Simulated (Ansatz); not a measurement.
The input, for Ansatz 0.2.0:

```yaml
crystal:
  periodic: [false, false, false]
  atoms:
    - {symbol: S, position_ang: [0.000000, -0.188697, 1.610577]}
    - {symbol: P, position_ang: [0.000000, 0.486465, 0.071123]}
    - {symbol: S, position_ang: [0.000000, -0.281213, -1.679279]}
basis:
  gaussian: {orbitals: cc-pVDZ}
magnetization: {spin_polarized: true, initial_magnetization: 1}
correlation: {method: ccsd_t, electrons: outside_noble_gas}
```

```sh
$ ansatz run in.yaml --threads 1 --pin off --events-out ev --progress --plain --max-ram 2393MiB
```

The program prints:

```
576 factors; integrals over basis functions are off by at most 1.0e-3 eV
mean field evaluation 1: about -30904.0161 eV, gradient 1.3e1 eV
mean field evaluation 2: about -30904.0286 eV, gradient 1.3e1 eV
mean field evaluation 4: about -30905.2357 eV, gradient 1.8e0 eV
mean field evaluation 8: about -30905.2847 eV, gradient 7.9e-3 eV
mean field evaluation 16: about -30905.2197 eV, gradient 1.8e0 eV
mean field evaluation 32: about -30903.3745 eV, gradient 3.3e-1 eV
mean field evaluation 64: about -30902.7910 eV, gradient 8.7e-2 eV
mean field evaluation 96: about -30902.2762 eV, gradient 7.6e-1 eV
mean field evaluation 128: about -30902.0121 eV, gradient 4.8e-3 eV
mean field -30905.28472719 eV, -1135.7482653699 hartree, gradient 3.8e-6 eV, S^2 0.775971; 6 other end points of the search recorded, 0 dependent functions left out
determinant -30905.28472719 eV, -1135.7482653699 hartree, with singles and doubles -30915.59462686 eV, -1136.1271471945 hartree
determinant -30903.38133941 eV, -1135.6783171589 hartree, with singles and doubles -30913.42195639 eV, -1136.0473030274 hartree
determinant -30902.79171242 eV, -1135.6566487670 hartree, with singles and doubles -30913.26886652 eV, -1136.0416770785 hartree
determinant -30902.29570998 eV, -1135.6384210133 hartree, with singles and doubles -30912.07095050 eV, -1135.9976544765 hartree
determinant -30902.18670031 eV, -1135.6344149819 hartree, with singles and doubles -30911.95928305 eV, -1135.9935507735 hartree
15 core orbitals not correlated: weight in the atoms' cores, before any rotation towards them, 1.000 or more for the frozen orbitals, at most 0.000 for the correlated occupied ones
reference -30905.28472719 eV, -1135.7482653699 hartree; 9, 8 occupied and 30, 31 virtual orbitals, 576 factors
second order -9.60030224 eV of doubles, -0.00000000 eV of singles
cycle   1  -10.31009712 eV  change   -2.0e-4 eV  update   1.5e-3
cycle   2  -10.31038900 eV  change   -2.9e-4 eV  update   1.2e-3
cycle   3  -10.31012331 eV  change    2.7e-4 eV  update   6.3e-4
cycle   4  -10.31056435 eV  change   -4.4e-4 eV  update   3.5e-4
cycle   5  -10.31077794 eV  change   -2.1e-4 eV  update   1.8e-4
cycle   6  -10.31068983 eV  change    8.8e-5 eV  update   1.1e-4
cycle   7  -10.31059221 eV  change    9.8e-5 eV  update   3.4e-5
cycle   8  -10.31056621 eV  change    2.6e-5 eV  update   9.5e-6
cycle   9  -10.31057506 eV  change   -8.8e-6 eV  update   5.2e-6
perturbative correction -0.46491818 eV, -0.0170854281 hartree
Total energy: -30916.06022043 eV, -1136.1442574424 hartree
```

For the same geometry and basis UCCSDT(Q) lies 80.3 meV lower.

Ran on 1 thread of Arm Neoverse V1, shared host: 7 s wall, 0.17 GiB peak host memory.
